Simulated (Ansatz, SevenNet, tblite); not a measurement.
**Zinc-blende BP, elastic constant C44**

Reference value: 160 GPa (measured, temperature not stated, no zero-point or thermal correction, our sources range from 160 to 190; as tabulated in Råsander and Moram (2015), arXiv:1505.02379).

| level (code) | value (GPa) | cell (Å³/atom) | difference (%) |
|---|---|---|---|
| GFN2-xTB (tblite) | 153 | 11.90 | -4.4 |
| SevenNet-0 | 89.1 | 11.64 | -44 |
| LDA (Ansatz) | 194 | 11.32 | +21 |
| PBE (Ansatz) | 185 | 11.76 | +15.6 |
| RPBE (Ansatz) | 180 | 11.97 | +12.5 |
| PBE-D3(BJ) (Ansatz) | 194 | 11.45 | +21 |
| r²SCAN (Ansatz) | 197 | 11.67 | +23 |
| LC-ωPBE (Ansatz) | 215 | 11.34 | +34 |
| Hartree–Fock (Ansatz) | 216 | 12.04 | +35 |

The levels aren't ranked against this reference (sources at odds).

The reference isn't brought to a static lattice, while the calculations are for one, so the differences are not the levels' errors alone. A static lattice is as a rule stiffer than a warm one, by over a tenth in soft solids.  GFN2-xTB: the method was fitted mainly to molecules. GFN2-xTB: the run uses a supercell at the zone centre in place of a k mesh. PBE-D3(BJ): the dispersion coefficients are held fixed in the derivatives. Each level is taken at its own relaxed cell. Cutoffs and k meshes differ between the levels. Ansatz's density-functional and Hartree–Fock values are scalar-relativistic unless marked +SOC, with PAW data made under PBE.

Machine-learned potentials (SevenNet-0) are trained on DFT data: a solid inside that data is no test of them.

Differences are worked out from the printed values.

Ansatz is a program for electronic structure.
